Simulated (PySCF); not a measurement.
Geometries of 2 isomers of C8H6N2, from PBE0-D3(BJ)/def2-SVP geometry optimisation, gas phase in PySCF 2.14.0. One conformer each, no zero-point energy, no frequencies.

**Question.** Which isomer lies lower at this level?
A.
```xyz
16
angstrom
C     -2.036    0.838   -0.002
C     -2.164   -0.570   -0.052
C     -1.048   -1.377   -0.077
C      0.238   -0.789   -0.053
C      1.457   -1.520   -0.076
N      2.644   -0.973   -0.055
N      2.766    0.366   -0.007
C      1.697    1.118    0.018
C      0.366    0.620   -0.003
C     -0.792    1.429    0.023
H     -2.936    1.457    0.017
H     -3.161   -1.017   -0.071
H     -1.141   -2.465   -0.116
H      1.436   -2.616   -0.114
H      1.875    2.199    0.056
H     -0.688    2.517    0.061
```
B.
```xyz
16
angstrom
C     -2.405   -0.173    0.097
C     -2.213    1.116   -0.462
N     -1.043    1.645   -0.717
C      0.066    0.922   -0.434
N      1.256    1.505   -0.714
C      2.352    0.837   -0.456
C      2.384   -0.466    0.102
C      1.193   -1.080    0.396
C     -0.014   -0.390    0.131
C     -1.297   -0.927    0.394
H     -3.415   -0.543    0.281
H     -3.091    1.728   -0.704
H      3.298    1.338   -0.696
H      3.342   -0.957    0.287
H      1.158   -2.084    0.828
H     -1.386   -1.927    0.826
```

**Answer.** B. That is `c1cnc2ncccc2c1` (1,8-naphthyridine), 21.1 kcal/mol below the other.

| SMILES | atoms numbered as above | E (Eh) | relative (kcal/mol) | relative (kJ/mol) | dipole (D) |
| --- | --- | --- | --- | --- | --- |
| c1cnc2ncccc2c1 | [cH:1]1[cH:2][n:3][c:4]2[n:5][cH:6][cH:7][cH:8][c:9]2[cH:10]1 | -417.19533 | 0.0 | 0.0 | 4.12 |
| c1ccc2cnncc2c1 | [cH:1]1[cH:2][cH:3][c:4]2[cH:5][n:6][n:7][cH:8][c:9]2[cH:10]1 | -417.16174 | 21.1 | 88.2 | 5.08 |

As drawn, the higher has an N–N linkage, which the lower lacks.
